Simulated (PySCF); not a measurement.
C4H3O (charge -1).
Atom-mapped SMILES: `[CH:1]#[C:2][C:3](=[CH2:4])[O-:5]` (hydrogens: H6 on C1; H7, H8 on C4)

Cartesian coordinates in Å at the PBE0-D3(BJ)/def2-SVP level; atoms count from 1:
```
atom  x, y, z in Å
C1     2.325    0.251   -0.406
C2     1.111    0.346   -0.320
C3    -0.368    0.548   -0.255
C4    -1.043   -0.515    0.325
O5    -0.803    1.630   -0.723
H6     3.392    0.177   -0.486
H7    -2.133   -0.473    0.424
H8    -0.506   -1.396    0.688
```

Jobs on this species (8 atoms, 36 electrons) with PySCF (density fitting). Hardware of each: an Arm Neoverse V1 with one thread, no GPU (shared host). Times come from a shared host and carry two figures at best.

```csv
level and settings,work,basis functions,SCF cycles,wall time
B3LYP/def2-TZVP,spin–spin couplings from 8 perturbed nuclei,173,?,?
B3LYP/cc-pVTZ,spin–spin couplings from 8 perturbed nuclei,192,?,?
B3LYP/6-31G*,spin–spin couplings from 8 perturbed nuclei,76,?,?
PBE0/pcSseg-1,"shieldings, charges and field gradients",100,16,5.3 s
B3LYP/pcJ-1,spin–spin couplings from 8 perturbed nuclei,165,16,17 s
KT3/pcSseg-2,shieldings,222,17,24 s
"PBE0-D3(BJ)/def2-SVP, grid level 1",geometry optimisation from a GFN2-xTB start,85,35,10 s
CAM-B3LYP/def2-SVPD,"10 singlets by full TDDFT, 4 Tamm–Dancoff triplets, polarisability, ΔSCF ions",127,13,19 s
```

Q: Fill in the missing figures.

A: 
- B3LYP/def2-TZVP; spin–spin couplings from 8 perturbed nuclei: 19 s, 16 SCF cycles
- B3LYP/cc-pVTZ; spin–spin couplings from 8 perturbed nuclei: 21 s, 16 SCF cycles
- B3LYP/6-31G*; spin–spin couplings from 8 perturbed nuclei: 6.5 s, 16 SCF cycles

Q: What do all jobs in the table cost together?

A: About 2.0 min; the longest takes about 20 % of that, and about 4.5 times as long as the shortest.
